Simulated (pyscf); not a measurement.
`[SiH3][GeH2][PH2]` + `[H][H]` -> `[PH2][GeH3]` + `[SiH4]` (four-centre exchange; singlet surface; Ge–Si, H–H broken, Ge–H, H–Si formed). PySCF, gas phase, ωB97X-D3(BJ)/def2-SVP geometries. Energies in kJ/mol from the separated reactants.

| level | barrier | reaction energy |
|---|---|---|
| PBE/def2-TZVP | 243.3 | +4.8 |
| r²SCAN/def2-TZVP | 256.4 | +3.7 |
| B3LYP-D3(BJ)/def2-TZVP | 276.3 | +1.3 |
| M06-2X/def2-TZVP | ___ | ___ |
| ωB97M-D3(BJ)/def2-TZVP | 277.4 | -5.9 |
| HF/def2-TZVP | ___ | -33.1 |

Complete the blanks.


- M06-2X/def2-TZVP, barrier: 280.4
- M06-2X/def2-TZVP, reaction energy: +0.2
- HF/def2-TZVP, barrier: 374.3

The functionals in the table span 37.1 kJ/mol in this barrier, from PBE to M06-2X. One saddle was located; it need not be the lowest between these sides. Elements up to Kr have no core potential and no relativistic terms here.
